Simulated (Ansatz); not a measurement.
Nudged elastic band run: C5H8

input.yaml

```yaml
crystal:
  periodic: [false, false, false]
  atoms:
    - { symbol: C, position_ang: [-1.976281, 0.070963, -0.418606] }
    - { symbol: C, position_ang: [-0.979649, 0.494946, 0.380718] }
    - { symbol: C, position_ang: [0.440374, 0.126994, 0.280716] }
    - { symbol: C, position_ang: [1.330283, 0.639063, 1.159233] }
    - { symbol: C, position_ang: [0.875543, -0.824795, -0.81621] }
    - { symbol: H, position_ang: [-3.002738, 0.402449, -0.26597] }
    - { symbol: H, position_ang: [-1.812169, -0.615883, -1.248287] }
    - { symbol: H, position_ang: [-1.224234, 1.18403, 1.194721] }
    - { symbol: H, position_ang: [1.023302, 1.322885, 1.951467] }
    - { symbol: H, position_ang: [2.390725, 0.392327, 1.115913] }
    - { symbol: H, position_ang: [1.954453, -1.013008, -0.772051] }
    - { symbol: H, position_ang: [0.641896, -0.422426, -1.813112] }
    - { symbol: H, position_ang: [0.358995, -1.792244, -0.733831] }
basis:
  gaussian: { orbitals: def2-mTZVP }
hamiltonian:
  xc: blyp
neb:
  order_check: false
  images: 5
  f_tol: 0.05
  max_iterations: 60
  final_atoms:
    - { symbol: C, position_ang: [-2.09734087, 0.2572994, -0.26321214] }
    - { symbol: C, position_ang: [-0.98037357, 0.15814852, 0.47516853] }
    - { symbol: C, position_ang: [0.37590342, -0.17575319, -0.02050736] }
    - { symbol: C, position_ang: [1.52121405, 0.5443551, 0.66884537] }
    - { symbol: C, position_ang: [0.58852722, -1.07704041, -0.99834323] }
    - { symbol: H, position_ang: [-3.05860225, 0.49607287, 0.19127308] }
    - { symbol: H, position_ang: [-2.09062621, 0.11047057, -1.34372679] }
    - { symbol: H, position_ang: [-1.04663525, 0.37435514, 1.54728977] }
    - { symbol: H, position_ang: [1.43143472, 1.63559541, 0.5548872] }
    - { symbol: H, position_ang: [1.51901209, 0.33953728, 1.75129833] }
    - { symbol: H, position_ang: [2.49408426, 0.23574381, 0.2674105] }
    - { symbol: H, position_ang: [1.59243832, -1.2993673, -1.36041924] }
    - { symbol: H, position_ang: [-0.22853592, -1.63411619, -1.45526301] }
  initial_path:
    images:
      - { positions_ang: [[-1.976281, 0.070963, -0.418606], [-0.979649, 0.494946, 0.380718], [0.440374, 0.126994, 0.280716], [1.330283, 0.639063, 1.159233], [0.875543, -0.824795, -0.81621], [-3.002738, 0.402449, -0.26597], [-1.812169, -0.615883, -1.248287], [-1.224234, 1.18403, 1.194721], [1.023302, 1.322885, 1.951467], [2.390725, 0.392327, 1.115913], [1.954453, -1.013008, -0.772051], [0.641896, -0.422426, -1.813112], [0.358995, -1.792244, -0.733831]] }
      - { positions_ang: [[-1.95540736, 0.04910034, -0.42131475], [-0.96814959, 0.47944415, 0.36459483], [0.43173268, 0.09852901, 0.25024053], [1.36843341, 0.60278716, 1.12130463], [0.86270249, -0.86127504, -0.84493574], [-2.98966938, 0.41479248, -0.26181566], [-1.81265274, -0.62415939, -1.25180511], [-1.19185293, 1.17852041, 1.17301163], [1.05682192, 1.29421359, 1.92946912], [2.39939791, 0.33920703, 1.07712961], [1.85790636, -0.74455614, -0.54393014], [0.63648414, -0.44997065, -1.82738006], [0.32475307, -1.81133194, -0.74986788]] }
      - { positions_ang: [[-1.93453372, 0.02723768, -0.42402349], [-0.95665017, 0.46394229, 0.34847165], [0.42309137, 0.07006402, 0.21976505], [1.40658382, 0.56651132, 1.08337625], [0.84986199, -0.89775509, -0.87366147], [-2.97660077, 0.42713597, -0.25766133], [-1.81313648, -0.63243579, -1.25532322], [-1.15947187, 1.17301082, 1.15130226], [1.09034185, 1.26554218, 1.90747124], [2.40807083, 0.28608706, 1.03834622], [1.76135973, -0.47610428, -0.31580929], [0.63107229, -0.4775153, -1.84164812], [0.29051113, -1.83041989, -0.76590475]] }
      - { positions_ang: [[-1.91366008, 0.00537502, -0.42673224], [-0.94515076, 0.44844044, 0.33234848], [0.41445005, 0.04159903, 0.18928958], [1.44473423, 0.53023548, 1.04544788], [0.83702148, -0.93423513, -0.90238721], [-2.96353215, 0.43947945, -0.25350699], [-1.81362022, -0.64071218, -1.25884132], [-1.1270908, 1.16750123, 1.12959288], [1.12386177, 1.23687078, 1.88547336], [2.41674374, 0.23296709, 0.99956284], [1.66481309, -0.20765242, -0.08768843], [0.62566043, -0.50505995, -1.85591619], [0.2562692, -1.84950783, -0.78194163]] }
      - { positions_ang: [[-1.97488701, 0.08934981, -0.37222554], [-0.95689169, 0.35167647, 0.37995516], [0.40160117, -0.03085171, 0.11935726], [1.4702275, 0.53494202, 0.91991371], [0.75419006, -0.98183689, -0.93437255], [-2.99522218, 0.45834392, -0.10524697], [-1.90595555, -0.39031793, -1.28713648], [-1.10027228, 0.9031192, 1.26882518], [1.22638609, 1.36977899, 1.44194464], [2.11749986, 0.26849049, 1.25014133], [1.94123682, -0.05985368, 0.03067788], [0.94791973, -0.76982907, -1.69075054], [0.09466749, -1.77771062, -1.00638209]] }
      - { positions_ang: [[-2.03611394, 0.17332461, -0.31771884], [-0.96863263, 0.25491249, 0.42756184], [0.38875229, -0.10330245, 0.04942495], [1.49572078, 0.53964856, 0.79437954], [0.67135864, -1.02943865, -0.96635789], [-3.02691221, 0.4772084, 0.04301306], [-1.99829088, -0.13992368, -1.31543164], [-1.07345377, 0.63873717, 1.40805747], [1.3289104, 1.5026872, 0.99841592], [1.81825597, 0.30401388, 1.50071983], [2.21766054, 0.08794507, 0.14904419], [1.27017902, -1.03459819, -1.52558489], [-0.06693422, -1.70591341, -1.23082255]] }
      - { positions_ang: [[-2.09734087, 0.2572994, -0.26321214], [-0.98037357, 0.15814852, 0.47516853], [0.37590342, -0.17575319, -0.02050736], [1.52121405, 0.5443551, 0.66884537], [0.58852722, -1.07704041, -0.99834323], [-3.05860225, 0.49607287, 0.19127308], [-2.09062621, 0.11047057, -1.34372679], [-1.04663525, 0.37435514, 1.54728977], [1.43143472, 1.63559541, 0.5548872], [1.51901209, 0.33953728, 1.75129833], [2.49408426, 0.23574381, 0.2674105], [1.59243832, -1.2993673, -1.36041924], [-0.22853592, -1.63411619, -1.45526301]] }
```

Command:

```bash
$ ansatz run input.yaml --threads 2 --pin off --max-ram 3072MiB --backend cpu --events-out ev --progress --plain --runs-dir out
```

Output, in part (warnings, iteration lines, the closing report on the highest movable image, with atoms numbered from 0):

```
NEB end point (image 0): max|allowed force component| = 1.705e-2 eV/Å (the criterion of neb.relax_end_points is 1.000e-2)
NEB end point (image 6): max|allowed force component| = 1.540e-2 eV/Å (the criterion of neb.relax_end_points is 1.000e-2)
NEB iter   1: max|band force component| = 2.362e1 eV/Å  barrier→ = 11.0319 eV  barrier← = 10.8994 eV  Δτ_max = 0.2000 Å  (222 SCF iters)
NEB iter   2: max|band force component| = 3.643e0 eV/Å  barrier→ = 4.3935 eV  barrier← = 4.2610 eV  Δτ_max = 0.2000 Å  (173 SCF iters)
NEB iter   3: max|band force component| = 2.407e0 eV/Å  barrier→ = 3.0175 eV  barrier← = 2.8850 eV  Δτ_max = 0.2000 Å  (166 SCF iters)
NEB iter   4: max|band force component| = 1.911e0 eV/Å  barrier→ = 3.3115 eV  barrier← = 3.1791 eV  Δτ_max = 0.2000 Å  (164 SCF iters)
NEB iter   5: max|band force component| = 2.904e0 eV/Å  barrier→ = 4.2068 eV  barrier← = 4.0743 eV  Δτ_max = 0.0999 Å  (161 SCF iters)
NEB iter   6: max|band force component| = 1.732e0 eV/Å  barrier→ = 3.7094 eV  barrier← = 3.5769 eV  Δτ_max = 0.1011 Å  (162 SCF iters)
NEB iter   7: max|band force component| = 7.961e-1 eV/Å  barrier→ = 3.2281 eV  barrier← = 3.0956 eV  Δτ_max = 0.2000 Å  (159 SCF iters)
NEB iter   8: max|band force component| = 8.143e-1 eV/Å  barrier→ = 2.5932 eV  barrier← = 2.4608 eV  Δτ_max = 0.0895 Å  (155 SCF iters)
NEB iter   9: max|band force component| = 2.259e0 eV/Å  barrier→ = 2.6151 eV  barrier← = 2.4826 eV  CI = image 3  Δτ_max = 0.1001 Å  (156 SCF iters)
NEB iter  10: max|band force component| = 2.103e0 eV/Å  barrier→ = 2.9425 eV  barrier← = 2.8100 eV  CI = image 3  Δτ_max = 0.2000 Å  (156 SCF iters)
NEB iter  11: max|band force component| = 7.911e-1 eV/Å  barrier→ = 3.3858 eV  barrier← = 3.2534 eV  CI = image 3  Δτ_max = 0.0959 Å  (161 SCF iters)
NEB iter  12: max|band force component| = 4.487e-1 eV/Å  barrier→ = 3.3749 eV  barrier← = 3.2424 eV  CI = image 3  Δτ_max = 0.0658 Å  (160 SCF iters)
NEB iter  13: max|band force component| = 2.890e-1 eV/Å  barrier→ = 3.3664 eV  barrier← = 3.2339 eV  CI = image 3  Δτ_max = 0.0223 Å  (161 SCF iters)
NEB iter  14: max|band force component| = 5.734e-2 eV/Å  barrier→ = 3.3627 eV  barrier← = 3.2303 eV  CI = image 3  Δτ_max = 0.0158 Å  (165 SCF iters)
NEB iter  15: max|band force component| = 3.647e-2 eV/Å  barrier→ = 3.3622 eV  barrier← = 3.2297 eV  CI = image 3  Δτ_max = 0.0000 Å  (433 SCF iters)
Total energy: -5309.89283901 eV, -195.1349626589 hartree
Atom 0 at    -2.140250     0.043857    -0.327541 Å, force     0.012088    -0.011639     0.028759 eV/Å
Atom 1 at    -1.084779     0.433687     0.423277 Å, force    -0.020000    -0.001468    -0.019079 eV/Å
Atom 2 at     0.294359     0.084855     0.146652 Å, force     0.025102    -0.003886     0.016541 eV/Å
Atom 3 at     1.467042     0.572653     0.817771 Å, force    -0.012972    -0.025653    -0.014368 eV/Å
Atom 4 at     0.795187    -0.852864    -0.821761 Å, force    -0.001024     0.036279    -0.011213 eV/Å
Atom 5 at    -3.164324     0.263039    -0.028154 Å, force    -0.005985     0.002636    -0.007435 eV/Å
Atom 6 at    -2.006292    -0.516067    -1.253181 Å, force    -0.007600     0.002399    -0.006159 eV/Å
Atom 7 at    -1.271510     1.024210     1.324459 Å, force     0.007905     0.007287    -0.002136 eV/Å
Atom 8 at     1.554156     1.613818     1.163861 Å, force     0.001539     0.008346     0.000521 eV/Å
Atom 9 at     1.961835    -0.122849     1.499894 Å, force    -0.004457     0.002450    -0.009751 eV/Å
Atom 10 at     2.061663    -0.361736    -0.177424 Å, force     0.009808    -0.004357     0.023848 eV/Å
Atom 11 at     1.287558    -0.428101    -1.699490 Å, force    -0.006591    -0.003314     0.000318 eV/Å
Atom 12 at     0.265856    -1.789199    -1.053662 Å, force     0.002186    -0.009079     0.000154 eV/Å
Dipole moment:    -0.121949     0.027252     0.021740 e Å
```

The run converged. Neighbouring images differ by up to 2.4 eV, so the band resolves the path poorly. A vibrational analysis at the climbing image gives one clearly imaginary mode, 1812i cm⁻¹: a first-order saddle point. The orbitals stay closed-shell, which can raise the energy where a bond breaks towards radicals; this wasn't checked here.

Final band (atoms are numbered from 1 in the order of the input):

| image | path coordinate (Å) | energy (eV) | C5–H11 (Å) | C4–H11 (Å) |
| --- | --- | --- | --- | --- |
| 0 | 0.00 | 0.00 | 1.10 | 2.62 |
| 1 | 0.70 | 0.19 | 1.10 | 2.44 |
| 2 | 1.40 | 1.25 | 1.12 | 2.07 |
| 3 | 2.10 | 3.36 | 1.50 | 1.49 |
| 4 | 2.96 | 0.98 | 2.19 | 1.11 |
| 5 | 3.82 | 0.18 | 2.57 | 1.10 |
| 6 | 4.68 | 0.13 | 2.64 | 1.10 |

The run took 91 s on 2 threads of Intel(R) Xeon(R) 6975P-C (Granite Rapids) (shared host), peak memory 0.18 GiB.
